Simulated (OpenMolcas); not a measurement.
# P2H2 (phosphanylidenephosphane) at 6 levels

We compute a comparison of 6 runs (HF/STO-3G, UHF/STO-3G, B2PLYP/STO-3G, M06-2X/STO-3G, PBE/STO-3G, MP2/STO-3G) of P2H2 (phosphanylidenephosphane). 

The calculation is run with OpenMolcas 26.06.

3 further runs of the same task are left out: 1 that didn't finish, 2 set aside as unsound or not needed.

## 1. Starting point

P2H2: 4 atoms, total charge 0, spin state singlet. As SMILES, `P=P`. The P2–H4 distance was set to 2.105 Å, away from the relaxed value. At this shape a bond of the SMILES string is far longer than usual.

Bond lengths: P1–P2 2.016 Å, P1–H3 1.403 Å. Angles: P2–P1–H3 94.8°. A long bond or contact: P2–H4 2.105 Å.

## 2. The energy at HF/STO-3G (run 1)

geom.xyz

```xyz
4

P      0.506531    -1.035692     0.545956
P      0.555321     0.971478     0.369346
H      1.568161    -1.099632     1.460926
H     -1.037310     1.067660    -1.003410
```

test.input

```
&GATEWAY
 BasLib = $CurrDir
 Coord = geom.xyz
 Basis = STO-3G
 Group = NoSym

&SEWARD

&SCF
 Thresholds = 1e-10 1e-07 1e-07 1e-05
 PrOrbitals = 1 1
```

The basis set STO-3G is read from a file made from the Basis Set Exchange's data (not shown).

Command:

```console
$ export MOLCAS_MEM=1860
$ pymolcas test.input > test.log
```

Output:

```text
--- Start Module: gateway ---
[...]
--- Stop Module: gateway /rc=_RC_ALL_IS_WELL_ ---
--- Start Module: seward ---
[...]
      Basis functions           20
--- Stop Module: seward /rc=_RC_ALL_IS_WELL_ ---
--- Start Module: scf ---
[...]
       Convergence after  12 Iterations
[...]
::    Total SCF energy                               -674.7864565628
[...]
      Total spin, S                                     0.0000000000
[...]
      Total electronic charge=   32.000000
      Total            charge=   -0.000000
[...]
      Dipole Moment (debye):
      Origin of the operator (angstrom)=    0.5226   -0.0316    0.4504
                   X=  9.9069E-01               Y= -2.7900E-01               Z=  8.7777E-01           Total=  1.3527E+00
      Quadrupole Moment (debye*angstrom):
[...]
--- Stop Module: scf /rc=_RC_ALL_IS_WELL_ ---
[...]
```

Wall time 1.4 s (1 thread of Arm Neoverse V2, shared host); peak memory 0.37 GiB.

## 3. The energy at UHF/STO-3G (run 2)

geom.xyz is that of step 2.

test.inp

```
>>> EXPORT MOLCAS_PRINT=2

&gateway
 baslib = $CurrDir
 coord = geom.xyz
 basis = STO-3G
 group = NoSym

&seward

&scf
 uhf
 thresholds = 1e-10 1e-07 1e-07 1e-05
 scramble = 0.25
 prorbitals = 1 1
```

The basis set STO-3G is read from a file made from the Basis Set Exchange's data (not shown).

Command:

```console
$ export MOLCAS_MEM=1860
$ pymolcas test.inp > test.log
```

Output:

```text
--- Start Module: gateway ---
[...]
--- Stop Module: gateway /rc=_RC_ALL_IS_WELL_ ---
--- Start Module: seward ---
[...]
      Basis functions           20
--- Stop Module: seward /rc=_RC_ALL_IS_WELL_ ---
--- Start Module: scf ---
[...]
       Convergence after  31 Iterations
[...]
::    Total SCF energy                               -674.8526531244
[...]
      Total spin, S                                     0.7828997167
[...]
      Total electronic charge=   32.000000
      Total            charge=   -0.000000
[...]
      Dipole Moment (debye):
      Origin of the operator (angstrom)=    0.5226   -0.0316    0.4504
                   X=  5.0550E-01               Y= -1.4513E-02               Z=  4.3396E-01           Total=  6.6638E-01
      Quadrupole Moment (debye*angstrom):
[...]
--- Stop Module: scf /rc=_RC_ALL_IS_WELL_ ---
[...]
```

It took 1.8 s on 1 thread of Arm Neoverse V2, shared host; peak memory 0.37 GiB.

## 4. The energy at B2PLYP/STO-3G (run 3)

geom.xyz is that of step 3.

test.input

```
>>> EXPORT MOLCAS_PRINT=2

&gateway
  baslib
  $CurrDir
  coord
  geom.xyz
  basis
  STO-3G
  group
  NoSym

&seward
  gridinput
  Grid=UltraFine
  End of Grid

&scf
  ksdft
  B2PLYP_SCF
  thresholds
  1e-10 1e-07 1e-07 1e-05
  prorbitals
  1 1

&mbpt2
  frozen
  10
```

The basis set STO-3G is read from a file made from the Basis Set Exchange's data (not shown).

Command:

```console
$ export MOLCAS_MEM=1860
$ pymolcas test.input > test.log
```

Output:

```text
--- Start Module: gateway ---
[...]
--- Stop Module: gateway /rc=_RC_ALL_IS_WELL_ ---
[...]
      Basis functions           20
[...]
--- Start Module: scf ---
[...]
       Convergence after  12 Iterations
[...]
::    Total KS-DFT energy                            -675.6686164633
[...]
      Total spin, S                                     0.0000000000
[...]
      Total electronic charge=   32.000000
      Total            charge=   -0.000000
[...]
      Dipole Moment (debye):
      Origin of the operator (angstrom)=    0.5226   -0.0316    0.4504
                   X=  9.1112E-01               Y= -2.2201E-01               Z=  8.0351E-01           Total=  1.2349E+00
      Quadrupole Moment (debye*angstrom):
[...]
--- Stop Module: scf /rc=_RC_ALL_IS_WELL_ ---
[...]
--- Start Module: mbpt2 ---
[...]
 ###    WARNING: MP2 implementation intended for RHF references only         ###
 ###############################################################################
MBPT2 WARNING: Reference function according to RunFile:KS-DFT
I'll assume you know what you're doing and continue
WARNING!
Default frozen orbitals as non valence orbitals is overwritten by user input.
Default values:  10
[...]
       Reference weight ( Cref**2 )         =        0.80876
::    Total MBPT2 energy                             -675.8553228757
[...]
      Total MBPT2 calculations                           0.02      0.04
--- Stop Module: mbpt2 /rc=_RC_ALL_IS_WELL_ ---
[...]
```

Wall time 3.3 s (1 thread of Arm Neoverse V2, shared host); peak memory 0.37 GiB.

Runs 4 to 5 aren't shown in full; the table further down has their settings and results.

## 5. The energy at MP2/STO-3G (run 6)

geom.xyz is that of step 4.

test.input

```
&GATEWAY
BASLIB
$CurrDir
COORD
geom.xyz
BASIS
STO-3G
GROUP
NoSym
&SEWARD
&SCF
THRESHOLDS
1e-10 1e-07 1e-07 1e-05
PRORBITALS
1 1
&MBPT2
FROZEN
10
```

The basis set STO-3G is read from a file made from the Basis Set Exchange's data (not shown).

Command:

```console
$ export MOLCAS_MEM=1860
$ pymolcas test.input > test.log
```

Output:

```text
--- Start Module: gateway ---
[...]
--- Stop Module: gateway /rc=_RC_ALL_IS_WELL_ ---
[...]
      Basis functions           20
[...]
--- Start Module: scf ---
[...]
       Convergence after  12 Iterations
[...]
::    Total SCF energy                               -674.7864565628
[...]
      Total spin, S                                     0.0000000000
[...]
      Total electronic charge=   32.000000
      Total            charge=   -0.000000
[...]
      Dipole Moment (debye):
      Origin of the operator (angstrom)=    0.5226   -0.0316    0.4504
                   X=  9.9069E-01               Y= -2.7900E-01               Z=  8.7777E-01           Total=  1.3527E+00
      Quadrupole Moment (debye*angstrom):
[...]
--- Stop Module: scf /rc=_RC_ALL_IS_WELL_ ---
--- Start Module: mbpt2 ---
[...]
WARNING!
Default frozen orbitals as non valence orbitals is overwritten by user input.
Default values:  10
[...]
       Reference weight ( Cref**2 )         =        0.89294
::    Total MBPT2 energy                             -674.9199572617
[...]
      Total MBPT2 calculations                           0.03      0.03
--- Stop Module: mbpt2 /rc=_RC_ALL_IS_WELL_ ---
[...]
```

Run time: 1.4 s. Hardware: 1 thread of Arm Neoverse V2, shared host; peak memory 0.37 GiB.

## 6. All runs side by side

```csv
run,level,scramble,frozen core orbitals,energy (Eh),dipole moment (D) of the reference,HOMO energy (eV),LUMO energy (eV),wall time
1,HF/STO-3G,–,–,-674.786457,1.35,-6.13,4.71,1.4 s
2,UHF/STO-3G,0.25,–,-674.852653,0.67,-6.09,6.83,1.8 s
3,B2PLYP/STO-3G,–,10,-675.719027,1.23,-4.65,2.49,3.3 s
4,M06-2X/STO-3G,–,–,-676.029378,1.12,-4.77,2.14,4.2 s
5,PBE/STO-3G,–,–,-675.697654,1.16,-2.67,0.35,3.6 s
6,MP2/STO-3G,–,10,-674.919957,1.35,-6.13,4.71,1.4 s
```

## 7. Summary of results

| quantity | value |
| --- | --- |
| run 6: total energy | -674.91996 Eh |
| run 6: dipole moment (mean-field density) | 1.35 D |
| run 6: HOMO energy (Hartree–Fock orbitals) | -6.13 eV |
| run 6: LUMO energy (Hartree–Fock orbitals) | 4.71 eV |
| run 6: HOMO–LUMO gap (Hartree–Fock orbitals) | 10.84 eV |
| run 6: correlation energy (10 core orbitals frozen) | -133.5 mEh |

What this shows: Over runs 1, 2, 3, 4, 5 the dipole moment (its size) runs from 0.67 D (UHF/STO-3G) to 1.35 D (HF/STO-3G). Over runs 1, 2, 3, 4, 5 the HOMO–LUMO gap runs from 3.02 eV (PBE/STO-3G) to 12.92 eV (UHF/STO-3G). For B2PLYP the log adds the whole second-order term; the table takes 0.27 of it, as the functional is defined. Totals of different functionals can't be ranked against each other. In runs 1, 2, 3, 4, 5, 6 the basis is minimal, so the values are rough. Spin contamination of the reference: run 2 ⟨S²⟩ = 1.40. Where it is this large, the reference is a mixture of spin states, and values that rest on it are in doubt. All runs together took 16 s, the longest 4.2 s.
